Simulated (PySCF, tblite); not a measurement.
# C4H5ClF radical: geometry, infrared bands and EPR parameters

Aim: predict the infrared bands and EPR parameters of C4H5ClF radical (`C[C]1[C@@H](Cl)[C@H]1F`).

Computed with tblite 0.8.0 and PySCF 2.14.0, with density-fitted response routines of our own, on a single molecule in the gas phase. Atoms are numbered from 0 throughout.

## Step 1: The molecule as given

11 atoms, charge 0, multiplicity 2; geometry from: force field or distance geometry start.

Bonds of the start (Å): C0–C1 1.54, C1–C2 1.52, C2–Cl3 1.77, C2–C4 1.52, C4–F5 1.36, C4–C1 1.50, C0–H6 1.10, C0–H7 1.11, C0–H8 1.11, C2–H9 1.10, C4–H10 1.10.

## Step 2: Optimising the geometry with GFN2-xTB

What the job is given:

```
{"job": {"kind": "relax", "xc": "GFN2-xTB", "basis": "xTB"}, "charge": 0, "multiplicity": 2}
C      1.443600    -0.073000    -0.107100
C      0.104700    -0.050500    -0.867900
C     -0.981100    -0.712400    -0.034700
Cl    -0.613300    -1.195000     1.622900
C     -0.971400     0.790900    -0.254800
F     -0.621000     1.581300     0.796300
H      2.245400     0.085000    -0.838100
H      1.525400    -1.036400     0.447500
H      1.455900     0.793900     0.583800
H     -1.751800    -1.327900    -0.529600
H     -1.831100     1.146800    -0.844200
```

Command:

```
$ OMP_NUM_THREADS=1 python probes_run.py task.json out
```

One launch serves the whole session: the jobs run in the order shown.

**Question.** This job is followed by: GFN2-xTB harmonic vibrations, gas phase; UKS B3LYP, pcH-1 on C Cl F H, non-relativistic, mean-field spin-orbit, GIAO. What will the session give for the following? strongest single infrared mode (GFN2-xTB); zero-point energy (GFN2-xTB); g(iso) (B3LYP); ⟨S²⟩; largest a(iso) (averaged by class); surface potential, 1st and 99th percentile.

As calculated:

| quantity | value |
| --- | --- |
| strongest single infrared mode (GFN2-xTB) | 1124 cm⁻¹, 57 km/mol |
| zero-point energy (GFN2-xTB) | 47.8 kcal/mol |
| g(iso) (B3LYP) | 2.00374 |
| ⟨S²⟩ | 0.754 (exact 0.75) |
| largest a(iso) (averaged by class) | 13C on C1, 220.7 MHz |
| surface potential, 1st and 99th percentile | -1.00 V and 1.26 V |

What this shows: The optimisation took 70 steps and gained 0.584 eV; among the close pairs (by a distance rule), C0–C1 changed most, from 1.540 to 1.467 Å. All 27 modes are real, so the xTB geometry is a minimum. The strongest single mode, at 1124 cm⁻¹, has its largest shares on C4, H10 and C1 (the list is cut at 3 atoms). Unscaled tight-binding wavenumbers are off by several per cent, some by more. Its intensities can rank the bands wrongly. Most of the unpaired spin sits on C1 (0.84 e). The isotropic g lies 1.4 ppt above the free-electron value.
